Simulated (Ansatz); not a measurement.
# SiH₃S (quartet): from Hartree-Fock to the top rungs, cc-pVDZ

The task here is to estimate one member of a computed series from the others.

Computed with Ansatz 0.2.0, Gaussian basis. Level: cc-pVDZ, core rule «outside noble gas», up to 10 orbitals frozen.

The runs, in order: UHF; CCSD(T) on ROHF; CCSD(T) on UHF; BCCD(T) on ROHF; CISD; CCSDT(Q) on ROHF; CCSDT(Q) on UHF; CASSCF and MRCISD+Q, 13 electrons in 11 orbitals; CASSCF and NEVPT2, 13 electrons in 11 orbitals.

22 further runs of the same task are left out: 1 for a known fault of the program, 7 that didn't finish, 14 set aside as unsound or not needed.

## The geometry

The geometry is a PBE0/def2-TZVP stationary point (not a proven minimum) of the parent state, kept for this charge and spin.

5 atoms, charge 0, spin multiplicity 4.

Atoms are counted from 1 here; the program's logs count them from 0.

Bond lengths: Si1–S2 2.121 Å, Si1–H3 1.489 Å, Si1–H4 1.485 Å, Si1–H5 1.485 Å. Angles: S2–Si1–H3 103.6°, S2–Si1–H4 112.2°, S2–Si1–H5 112.2°, H3–Si1–H4 109.7°, H3–Si1–H5 109.7°, H4–Si1–H5 109.4°.

The first run:

File in.yaml:

```yaml
crystal:
  periodic: [false, false, false]
  atoms:
    - {symbol: Si, position_ang: [0.000000, -0.000202, 1.052928]}
    - {symbol: S, position_ang: [0.000000, -0.004525, -1.067767]}
    - {symbol: H, position_ang: [0.000088, 1.448282, 1.400063]}
    - {symbol: H, position_ang: [1.211621, -0.649429, 1.614567]}
    - {symbol: H, position_ang: [-1.211700, -0.649282, 1.614567]}
basis:
  gaussian: {orbitals: cc-pVDZ}
magnetization: {spin_polarized: true, initial_magnetization: 3}
hamiltonian: {xc: hf}
output: {orbitals: {seedname: orbitals}}
```

The run is started by

```sh
> ansatz run in.yaml --threads 1 --pin off --events-out ev --progress --plain --max-ram 2393MiB
```

Among the steps run: UHF; CCSD(T) on ROHF; CCSD(T) on UHF; BCCD(T) on ROHF; CISD; CCSDT(Q) on ROHF; CCSDT(Q) on UHF; CASSCF and MRCISD+Q, 13 electrons in 11 orbitals; CASSCF and NEVPT2, 13 electrons in 11 orbitals.

One of the session's tables, all rows but one given; the rest of the session is left out.

```
          method  from UCCSDT(Q) (kJ/mol)
            ROHF                   +690.8
             UHF                   +675.0
            RMP2                   +135.3
            UMP2                        ?
            CISD                    +81.3
           RCCSD                    +22.8
           UCCSD                    +22.4
        RCCSD(T)                     +5.1
        UCCSD(T)                     +5.1
         BCCD(T)                     +5.0
          RCCSDT                     +1.2
          UCCSDT                     +1.1
       RCCSDT(Q)                     +0.2
       UCCSDT(Q)                        0
  CASSCF valence                   +558.2
  NEVPT2 valence                   +140.8
  MRCISD valence                    +55.5
MRCISD+Q valence                     +7.3
```

**Question.** Estimate the row for UMP2.

The run gave: from UCCSDT(Q) (kJ/mol): +140.2. In the column «from UCCSDT(Q) (kJ/mol)» it lies between RMP2 (+135.3) and NEVPT2 valence (+140.8).

Among the levels timed on like hardware and quicker than the yardstick, those that no quicker one beats, quickest first: RCCSD(T) (3 s, +5.1 kJ/mol); BCCD(T) (3.2 s, +5.0 kJ/mol).

To keep in mind: Of the multireference levels listed MRCISD+Q valence comes nearest in total energy (+7.3 kJ/mol), which doesn't show that its space is the better one. Restricted and unrestricted rows rest on different reference determinants; where their highest levels disagree by more than a few hundredths of an eV, they describe different states and don't form one ladder.
